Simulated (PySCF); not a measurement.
**How the method changes the constants of CN⁺**

State: ³Π (triplet), unpaired electrons σ ↑, π ↑. Set-up: PySCF, no relativity, basis sets C def2-SVP, N def2-SVP. De refers to C⁺ + N in their high-spin ground configurations, without counterpoise correction. The functionals are run spin-unrestricted. A positive dipole points towards N; it is taken about the centre of mass and depends on that origin.

| Level | Re (Å) | ωe (cm⁻¹) | De (eV) | μ (D) |
| --- | --- | --- | --- | --- |
| ROHF | 1.186 | 2227 | 2.24 | -2.71 |
| ROHF-MP2 | 1.248 | 1703 | 4.72 | n/a |
| ROHF-SCS-MP2 | 1.243 | 1743 | 4.49 | n/a |
| ROHF-CCSD | 1.240 | 1841 | 4.28 | n/a |
| ROHF-CCSD(T) | 1.251 | 1751 | 4.56 | n/a |
| LDA | 1.244 | 1810 | 6.90 | -1.67 |
| PBE | 1.251 | 1767 | 6.18 | -1.72 |
| r²SCAN | 1.234 | 1853 | 5.49 | -2.12 |
| PBE0 | 1.228 | 1891 | 5.39 | -2.09 |
| r²SCAN0 | 1.219 | 1951 | 4.91 | -2.32 |
| B97-3 | 1.229 | 1875 | 5.23 | -2.09 |
| LC-ωPBE | 1.220 | 1970 | 5.30 | -2.24 |

**Question.** Which functional lies closest to ROHF-CCSD(T) in De, which farthest, and by how much do they differ from it?

**Answer.** Closest is r²SCAN0 (-3.2 pm in Re, +11.4 % in ωe, +0.35 eV in De against ROHF-CCSD(T) in the same basis), farthest LDA (-0.7 pm in Re, +3.4 % in ωe, +2.34 eV in De). CCSD(T) converges more slowly with the basis than the functionals do and binds too weakly in this one, so the order can change at the basis-set limit.

**Question.** What does the step from GGA to meta-GGA do here, going from PBE to r²SCAN?

**Answer.** r²SCAN less PBE: -1.7 pm in Re, +4.9 % in ωe, -0.69 eV in De. 

**Question.** What does a quarter of exact exchange do here, going from r²SCAN to r²SCAN0?

**Answer.** r²SCAN0 less r²SCAN: -1.5 pm in Re, +5.3 % in ωe, -0.58 eV in De. Exact exchange removes part of the self-interaction that spreads semilocal densities, and in most molecules shortens and stiffens the bond and lowers De; so it does here.

Correlated steps freeze 2 core orbitals. Correlated levels converge slowly with the basis: in double zeta they bind strong bonds too weakly, by up to about 1 eV, and carry superposition errors of some tenths. For an ion De counts to the pair picked by the measured ionisation energies or electron affinities, which need not be the lowest pair at this level. The CCSD T1 diagnostic is raised, a sign that a single reference may not be enough here. The state is the lowest determinant that a PBE0 search found; another state may lie lower at other levels.

The whole job (state search and all levels along the bond) took about 1 min on 1 thread of Intel Xeon 6975P-C (shared host), peak memory 0.37 GiB.
